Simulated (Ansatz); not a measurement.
Input for Ansatz (development build ahead of 0.2.0):

```yaml
crystal:
  periodic: [false, false, false]
  atoms:
    - { symbol: S, position_ang: [0.0, 0.0, 0.0] }
    - { symbol: P, position_ang: [0.0, 0.0, 5.992] }
basis:
  gaussian: { orbitals: pcseg-2 }
magnetization:
  initial_magnetization: 3
hamiltonian:
  xc: pbe0
```

The input is written out in the form of the current development build from the run's settings.

Output:

```json
{
 "Converged": "yes",
 "Total energy": "-739.05400 hartree",
 "Spin squared of the determinant": "3.750",
 "Stability test": "minimum among restricted orbitals"
}
```

Caution: stretched shape with no unrestricted run beside it, a lower state can exist; charge can spread falsely over distant fragments.
